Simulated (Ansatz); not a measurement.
Several settings on one geometry of the cluster C₃H₄⁻ (that of the charge -1 doublet, B3LYP-D4/def2-TZVPD). Ansatz on 4 threads of Arm Neoverse V2 on a shared host; times are rough.

```xyz
7

C     1.479    0.188    0.202
C    -0.989    0.422    0.175
C     0.192   -0.253   -0.130
H    -1.964    0.034   -0.109
H     2.214   -0.555   -0.172
H     0.021   -1.202   -0.677
H    -0.953    1.367    0.710
```

Totals from different functionals, basis sets or treatments of relativity can't be compared as stabilities.

DK, ANO-RCC and x2c sets are all-electron and run with scalar relativity unless a key says otherwise. A multiply charged anion in the gas phase is held together partly by the finite basis.

The spins typed aren't always the lowest for that charge.

**Question.** Give the basis size and estimate the energy, ⟨S²⟩ and time of these runs.

```json
{"run": "1", "method": "UKS r2SCANh-D3(BJ)-ATM/pcseg-2", "charge": "-1", "state": "doublet", "further keys": "forces asked"}
{"run": "2", "method": "UKS revPBE-D4/cc-pVTZ-DK", "charge": "-1", "state": "doublet", "further keys": "point_charges: [{charge: 2.00, position_ang: [5.901, 0.902, 0.251]}]; scf: {lower_state_search: light}"}
{"run": "3", "method": "RKS BHLYP/def2-mTZVP", "charge": "-2", "state": "singlet", "further keys": "fitting: {mean_field: def2-universal-jkfit}; forces asked"}
{"run": "4", "method": "UKS PBE0/cc-pVTZ", "charge": "-1", "state": "doublet", "further keys": "forces asked"}
```

**Answer.** 
```tsv
run	functions	energy (Eh)	⟨S²⟩	wall time
1	146	-116.5637	0.79	3.7 s
2	146	-116.8962	0.77	1.3 s
3	69	-116.3180	–	0.35 s
4	146	-116.4837	0.78	1.8 s
```

The highest occupied level of an anion often lies above zero with these methods, and sets without diffuse functions describe the outer electron poorly.
